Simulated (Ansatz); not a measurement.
Geometry optimisation, RKS B3LYP/def2-SVP in Ansatz 0.2.0.

input.yaml

```yaml
crystal:
  periodic: [false, false, false]
  atoms:
    - { symbol: C, position_ang: [-1.8607, -0.3654, -0.397] }
    - { symbol: C, position_ang: [-0.6079, -1.1062, -0.3532] }
    - { symbol: "N", position_ang: [0.3731, -0.4894, 0.492] }
    - { symbol: C, position_ang: [1.0925, 0.6762, -0.0866] }
    - { symbol: "N", position_ang: [1.8877, 1.1176, 0.9486] }
    - { symbol: H, position_ang: [-1.7781, 0.6707, -0.8881] }
    - { symbol: H, position_ang: [-2.292, -0.159, 0.5982] }
    - { symbol: H, position_ang: [-2.6144, -0.8594, -0.9957] }
    - { symbol: H, position_ang: [-0.2074, -1.2455, -1.3213] }
    - { symbol: H, position_ang: [-0.8193, -2.0974, 0.0753] }
    - { symbol: H, position_ang: [-0.0225, -0.1928, 1.4069] }
    - { symbol: H, position_ang: [1.6182, 0.4091, -0.9559] }
    - { symbol: H, position_ang: [0.2547, 1.4789, -0.3552] }
    - { symbol: H, position_ang: [2.4105, 0.3304, 1.2751] }
    - { symbol: H, position_ang: [2.5439, 1.7815, 0.5863] }
basis:
  gaussian: { orbitals: def2-SVP }
hamiltonian:
  xc: b3lyp
relax:
  f_tol: 0.015
  max_steps: 40
```

Run as:

```bash
$ ansatz run input.yaml --threads 2 --pin off --max-ram 3072MiB --backend cpu --events-out ev --progress --plain --runs-dir out
```

Problem. Where does it end, and by what steps?

Solution. The forces met the threshold. After 7 steps the energy has fallen by 0.688 eV; H14 moved furthest, 0.49 Å.

| step | energy less start (eV) | largest force component (eV/Å) | accepted |
| --- | --- | --- | --- |
| 0 | 0.0000 | 5.081 | yes |
| 1 | -0.5825 | 1.636 | yes |
| 2 | -0.6659 | 0.308 | yes |
| 3 | -0.6720 | 0.243 | yes |
| 4 | -0.6832 | 0.114 | yes |
| 5 | -0.6841 | 0.145 | yes |
| 6 | -0.6878 | 0.061 | yes |
| 7 | -0.6881 | 0.013 | yes |

```xyz
15
Properties=species:S:1:pos:R:3
C -1.926 -0.327 -0.524
C -0.643 -1.133 -0.274
N 0.369 -0.505 0.557
C 1.007 0.686 0.040
N 2.062 1.074 0.958
H -1.726 0.613 -1.063
H -2.421 -0.067 0.428
H -2.645 -0.907 -1.126
H -0.177 -1.386 -1.244
H -0.910 -2.098 0.191
H 0.028 -0.321 1.501
H 1.348 0.443 -0.993
H 0.331 1.566 -0.065
H 2.790 0.359 0.973
H 2.493 1.953 0.670
```

Whether the end is a true minimum wasn't checked by a vibrational analysis.

Run time: 28 s on 2 threads of Arm Neoverse V2, on a shared host, peak memory 0.28 GiB.
